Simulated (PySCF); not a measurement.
Compound: monofluorosilane, FH3Si.
Z-matrix (Å and degrees, PBE0-D3(BJ)/def2-TZVP geometry), rows numbered from 1:
```
F 
Si  1  1.5999
H   2  1.4817  1  108.31
H   2  1.4817  1  108.38  3  -120.00
H   2  1.4817  1  108.35  3   120.03
```

Linear response at PBE0/aug-cc-pVTZ (PySCF, frozen core in the response, non-relativistic). Geometry: PBE0-D3(BJ)/def2-TZVP; no solvent, vibrations or thermal averaging.

Static isotropic polarisability: 28.80 au (4.27 Å³), principal values 27.1, 29.6, 29.6 au.

**Question.** What is the polarisability at 1064 nm and at the sodium D line?

**Answer.** 29.05 au at 1064 nm (+0.9 %), 29.63 au at 589.3 nm (+2.9 %). The rise at 589.3 nm is 3.35 times that at 1064 nm; a pure ω² law gives 3.26. The lowest singlet lies at 159 nm, shorter than both wavelengths.

**Question.** What is the isotropic C6 coefficient between two such molecules, C6 = (3/π)∫α(iω)² dω?

**Answer.** 319.4 au (Eh·bohr⁶) by a ten-point quadrature over imaginary frequencies, which is 191 eV·Å⁶ or 18.4 J·nm⁶/mol.

**Question.** Which effective excitation energy ω̄ makes London's formula C6 = (3/4)α²ω̄ exact here?

**Answer.** ω̄ = 4·C6/(3α²) = 0.514 Eh = 14.0 eV. A one-pole form α(ω) = α/(1 − ω²/ω̄²) fitted to the 1064 nm value gives 12.6 eV.

**Question.** How anisotropic is the static polarisability, by Δα² = ½[(α1 − α2)² + (α2 − α3)² + (α3 − α1)²]?

**Answer.** Δα = 2.5 au, or 0.09 of the isotropic value.

**Question.** The lowest 10 singlets have (eV, f): 7.82, 0.004; 7.82, 0.004; 8.77, 0.112; 8.78, 0.112; 9.14, 0.000; 9.55, 0.003; 9.66, 0.050; 9.66, 0.050; 9.79, 0.133; 9.79, 0.133. What share of the static polarisability do they carry in the sum over states α = Σ f/ω²?

**Answer.** 5.11 au, 17.8 % of α; the largest term, 1.08 au, is that of the state at 8.77 eV. Their oscillator strengths add up to 0.60. Higher states carry the rest.

**Question.** What n − 1 at the D line would an ideal gas of it have at 273.15 K and 1 atm (2.6868 × 10¹⁹ cm⁻³), by n − 1 = 2π·N·α′?

**Answer.** 7.41 × 10⁻⁴, a formal value whether or not that pressure can be reached.

**Question.** What molar refraction at the D line follows from R = (4π/3)·N_A·α′, with α′ the polarisability volume?

**Answer.** α′ = 4.39 Å³ gives R = 11.08 cm³/mol, for isolated, non-vibrating species.
